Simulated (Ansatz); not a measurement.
A calculation with Ansatz (development build ahead of 0.2.0).

```yaml
crystal:
  periodic: [false, false, false]
  atoms:
    - { symbol: C, position_ang: [0.29201, -0.27575, -1.49296] }
    - { symbol: C, position_ang: [-0.26823, -0.2065, 0.29649] }
    - { symbol: C, position_ang: [-0.37855, 0.12601, 1.08187] }
basis:
  gaussian: { orbitals: STO-3G }
hamiltonian:
  xc: hf
output:
  forces: true
```

The input is written out in the form of the current development build from the run's settings.

The run gave:

```yaml
Converged: yes
Total_energy: -111.05943 hartree
```

Forces (eV/Å):
```csv
atom,Fx,Fy,Fz
C1,-2.686,-0.157,7.916
C2,19.339,-47.556,-123.103
C3,-16.653,47.713,115.187
```

Caution: stretched shape with no unrestricted run beside it, a lower state can exist.
